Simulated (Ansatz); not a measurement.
Species: CH3S, net charge 0, doublet state. It need not be the lowest isomer of its formula. 
Coordinates optimised at B3LYP-D3(BJ)/def2-TZVP (Ansatz, a program for electronic structure):
```
C
H 1 1.0766
H 1 1.0777 2 121.19
S 1 1.7159 2 121.95 3 -180.00
H 4 1.3430 1 98.20 2 0.00
```
Charge 0, spin multiplicity 2.

Total electronic energies in hartree. Valence correlation only, unless marked. UHF or UKS for open shells. No spin-orbit coupling. No relativistic terms. Basis-set limits of correlation are two-point, X^-3; Hartree-Fock from the larger set. [CCSD(T)-MP2]/basis is that difference in the basis named.

```json
[
 {"level": "HF/STO-3G", "program": "Ansatz", "energy (Eh)": "-432.25747"},
 {"level": "HF/cc-pV(D+d)Z", "program": "Ansatz", "energy (Eh)": "-437.10330"},
 {"level": "r2SCAN/def2-TZVPD", "program": "Ansatz", "energy (Eh)": "-438.01764"},
 {"level": "PBE0-D3(BJ)/def2-TZVPD", "program": "Ansatz + dftd3", "energy (Eh)": "[?]"},
 {"level": "PBE-QIDH/def2-TZVPD", "program": "Ansatz", "energy (Eh)": "[?]"},
 {"level": "MP2/def2-TZVPP", "program": "Ansatz", "energy (Eh)": "-437.45379"},
 {"level": "RI-MP2/def2-QZVPP", "program": "Ansatz", "energy (Eh)": "-437.49298"},
 {"level": "CCSD(T)/cc-pwCVTZ", "program": "Ansatz", "energy (Eh)": "-437.51454"},
 {"level": "RI-MP2/CBS(aug-cc-pV(T+d)Z,aug-cc-pV(Q+d)Z)+[CCSD(T)-MP2]/aug-cc-pV(T+d)Z", "program": "Ansatz", "energy (Eh)": "-437.5615"}
]
```

Question: Some entries are withheld; supply them.

Answer: 
- PBE0-D3(BJ)/def2-TZVPD, energy (Eh): -437.88160
- PBE-QIDH/def2-TZVPD, energy (Eh): -437.78163
